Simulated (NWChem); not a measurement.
Species: methanethiol (CH4S); SMILES CS

```xyz
6

C      0.0074     1.1441     0.0000
S      0.0737    -0.6669     0.0000
H     -0.4860     1.5372     0.8999
H      1.0505     1.4893     0.0000
H     -0.4860     1.5372    -0.8999
H     -1.2593    -0.8806     0.0000
```
Atoms are numbered in this order, from 1.

Program: NWChem. Pople sets run with spherical d functions. Geometry: optimised at PBE0/def2-SVP. Field at 589 nm.

Q: Predict the results for B3LYP/6-31G*. Quantities: isotropic polarisability (bohr³); anisotropy (bohr³).

A: The isotropic polarisability (bohr³) comes out as 26.9. The anisotropy (bohr³) comes out as 10.5.
